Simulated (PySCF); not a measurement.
# C5H12O: the cost of one run

The runs use PySCF 2.14.0, with density-fitted response routines of our own; the level of theory stands in each step. All values are computed, except where a source is named. Atoms count from 0, in the outputs and in this text.

### 1 Starting geometry

18 atoms, charge 0, multiplicity 1; geometry from: GFN2-xTB. The atoms were then displaced at random by about 0.01 Å, so the start is not that level's minimum.

Bonds of the start (Å): C0–C1 1.56, C1–C2 1.54, C2–C3 1.48, C3–C4 1.56, C4–O5 1.41, C0–H6 1.06, C0–H7 1.08, C0–H8 1.09, C1–H9 1.10, C1–H10 1.08, C2–H11 1.11, C2–H12 1.08, C3–H13 1.08, C3–H14 1.09, C4–H15 1.07, C4–H16 1.11, O5–H17 0.97.

### 2 Relaxing the molecule at PBE0-D3(BJ)/def2-TZVP

What the job is given:

```
{"job": {"xc": "PBE0", "basis": "def2-TZVP", "d3": "d3bj", "grid": 2, "shake": 0.01, "kind": "geom"}, "charge": 0, "multiplicity": 1}
C      2.761970     0.130980     0.418210
C      1.415840     0.616270    -0.191580
C      0.237190    -0.284720     0.204300
C     -1.029480     0.189580    -0.394860
C     -2.233440    -0.716940     0.007470
O     -3.456770    -0.305710    -0.558300
H      2.989370    -0.854040     0.083620
H      2.702560     0.162290     1.495510
H      3.549380     0.821900     0.130730
H      1.211290     1.639860     0.148110
H      1.497230     0.630520    -1.269580
H      0.176760    -0.296340     1.309020
H      0.432280    -1.293640    -0.125520
H     -1.006730     0.197060    -1.474070
H     -1.272340     1.200730    -0.063870
H     -2.065070    -1.716820    -0.326930
H     -2.309870    -0.723420     1.113540
H     -3.627700     0.614380    -0.311520
```

Started as:

```bash
$ OMP_NUM_THREADS=2 python probes_run.py task.json out
```

This one command runs all jobs of the session in turn.

Q: Estimate the wall time and peak memory of this first job on 2 threads of Intel Xeon Platinum 8259CL at 2.50GHz, shared host.

About 4.1 min, with a peak of 1.4 GiB.
